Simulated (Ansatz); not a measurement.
Low doublet and quartet states of HAlB by full CI

```xyz
3

B     0.0000   -0.1388    1.5159
Al    0.0000    0.0968   -0.5473
H     0.0000   -1.1027   -1.6081
```

Basis 6-31G; Ansatz 0.2.0. Correlated methods freeze the noble-gas cores, which leaves 7 electrons in 18 orbitals.

Problem. From the orbital picture of this species, estimate the order, symmetries and energies of the lowest 4 doublet and 2 quartet states at this geometry (other spins aside; irreps A', A'' in the program's axes; members of a degenerate level count singly).

Solution. Full CI in 6-31G gives:
```
2S+1  irrep  energy above the lowest listed (eV)
   2    A''                                0.000
   4    A''                                0.048
   2     A'                                0.149
   2    A''                                1.154
   2     A'                                1.218
   4     A'                                1.362
```

49 s on 1 thread of AMD EPYC 7B13, shared host.
